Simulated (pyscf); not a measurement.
Single points on ωB97X-D3(BJ)/def2-SVP structures (PySCF, gas phase). Correlated levels are frozen-core, on RHF or UHF. ΔMP2 is the change of the MP2 total energy from the triple- to the quadruple-zeta basis.

SMILES: P[SiH2]P
```xyz
9

P      0.5309     1.5367    -1.8286
Si    -0.0240     0.2924    -0.0338
P      1.5819     0.6981     1.4939
H     -0.7266     1.3792    -2.4790
H      0.1792     2.7659    -1.2014
H     -0.0840    -1.1365    -0.4579
H     -1.3388     0.6715     0.5601
H      2.5711    -0.0437     0.7875
H      1.2165    -0.3845     2.3446
```

Task: How much does it cost (ΔH, 298 K, CCSD(T)/def2-TZVPP + ΔMP2(QZVPP)) to split H₂P–SiH₂–PH₂ (SMILES P[SiH2]P) at its P–Si bond into PH₂• + •H₂Si–PH₂?

Result: P–Si to PH₂• + •H₂Si–PH₂: 68.6 kcal/mol. •H₂Si–PH₂ lies 7.2 kcal/mol over its isomer H₃Si–PH•, and others may lie lower still (electronic energy, ωB97M-D3(BJ)). The CCSD(T) − MP2 part came from Ansatz, without density fitting, on the same reference.
